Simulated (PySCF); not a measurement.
Reaction (SMILES): OO (H2O2) → [O-]O + H+
B3LYP-D3(BJ)/def2-TZVP geometries, fixed; electronic energies without zero-point terms.
Largest species:
```
O
H 1 0.9680
O 1 1.4504 2 100.54
H 3 0.9680 1 100.54 2 115.91
```
Charge 0, spin multiplicity 1.

How fast the deprotonation energy converges with the basis for several methods (PySCF): deviation from each method's own reference, in kcal/mol. References: HF 390.41 kcal/mol, the value in aug-cc-pVQZ; M06-2X 383.99 kcal/mol, the value in aug-cc-pVQZ; PBE 380.36 kcal/mol, the value in aug-cc-pVQZ. All functions are spherical. Density fitting with generated auxiliary sets. In sets without p functions on hydrogen, species with hydrogen take exact integrals. No added dispersion term, no relativity. 

```csv
basis,functions,HF,M06-2X,PBE
pcseg-0,22,-2.15,9.37,21.17
3-21G,22,17.77,31.44,42.64
6-31+G*,40,-6.94,-3.53,-3.93
aug-cc-pVDZ,64,-2.54,-0.18,-1.69
cc-pVTZ,88,8.05,11.01,17.44
pcseg-2,88,1.51,2.92,6.11
def2-TZVPP,90,3.97,5.93,10.50
def2-TZVPPD,114,-0.30,-0.16,-0.26
aug-pcseg-2,138,-0.26,-0.05,-0.51
def2-QZVPP,174,1.65,2.83,5.23
pcseg-3,186,0.38,0.84,1.61
def2-QZVPPD,198,0.05,0.16,-0.20
```

Mean absolute deviation over cc-pVTZ, pcseg-2, def2-TZVPP, def2-TZVPPD, aug-pcseg-2: HF 2.82, M06-2X 4.01, PBE 6.96 kcal/mol.
